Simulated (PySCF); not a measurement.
Simulated outer-valence photoelectron spectrum of oxazole, `c1cocn1`. Method: EOM-IP-CCSD/aug-cc-pVDZ in PySCF, restricted Hartree–Fock reference, 5 core orbitals frozen, non-relativistic, gas phase, PBE0-D3(BJ)/def2-SVP geometry.

Each root has a Gaussian of 0.8 eV full width with its one-hole share as area; cross sections and vibrations are left out, and the highest printed point is 100.

(ionisation energy (eV), intensity): (8.6, 0), (8.8, 2), (9.0, 9), (9.2, 23), (9.4, 42), (9.6, 55), (9.8, 51), (10.0, 35), (10.2, 24), (10.4, 28), (10.6, 44), (10.8, 57), (11.0, 58), (11.2, 55), (11.4, 57), (11.6, 59), (11.8, 49), (12.0, 31), (12.2, 14), (12.4, 4), (12.6, 1), (12.8, 0), (13.0, 1), (13.2, 4), (13.4, 12), (13.6, 28), (13.8, 47), (14.0, 56), (14.2, 51), (14.4, 44), (14.6, 47), (14.8, 56), (15.0, 57), (15.2, 51), (15.4, 54), (15.6, 74), (15.8, 98), (16.0, 100), (16.2, 75), (16.4, 40), (16.6, 16), (16.8, 4), (17.0, 1), (17.2, 0), (17.4, 2), (17.6, 7), (17.8, 19), (18.0, 37), (18.2, 52), (18.4, 51), (18.6, 35), (18.8, 17), (19.0, 6), (19.2, 1), (19.4, 0)

Task: Where are the maxima, and how many lines lie under the curve?

Result: 7 maxima, at 9.7, 10.9, 11.6, 14.0, 14.9, 15.9 and 18.3 eV, from 8 lines. At this width some lines have no maximum of their own.

Task: List the lines with their holes.

Result: 
```json
{"E (eV)": "9.65", "leading hole (HF orbital)": "HOMO", "area": "0.96", "Koopmans (eV)": "9.45"}
{"E (eV)": "10.84", "leading hole (HF orbital)": "HOMO-2", "area": "0.94", "Koopmans (eV)": "12.70"}
{"E (eV)": "11.64", "leading hole (HF orbital)": "HOMO-1", "area": "0.94", "Koopmans (eV)": "12.49"}
{"E (eV)": "13.99", "leading hole (HF orbital)": "HOMO-3", "area": "0.95", "Koopmans (eV)": "15.84"}
{"E (eV)": "14.91", "leading hole (HF orbital)": "HOMO-4", "area": "0.95", "Koopmans (eV)": "16.28"}
{"E (eV)": "15.84", "leading hole (HF orbital)": "HOMO-5", "area": "0.95", "Koopmans (eV)": "17.21"}
{"E (eV)": "16.01", "leading hole (HF orbital)": "HOMO-6", "area": "0.88", "Koopmans (eV)": "18.19"}
{"E (eV)": "18.29", "leading hole (HF orbital)": "HOMO-7", "area": "0.92", "Koopmans (eV)": "20.63"}
```

The widest gap, 2.35 eV, lies between 11.64 and 13.99 eV. Only orbitals with −ε under 21 eV, eight at most, were ionised, so the high end of the curve may lack lines.

Hardware: one thread of an Intel Xeon Platinum 8375C at 2.90 GHz, shared host with 64 logical CPUs at a one-minute load of 17. Cost: 2.2 min, 2.5 GiB resident at most.
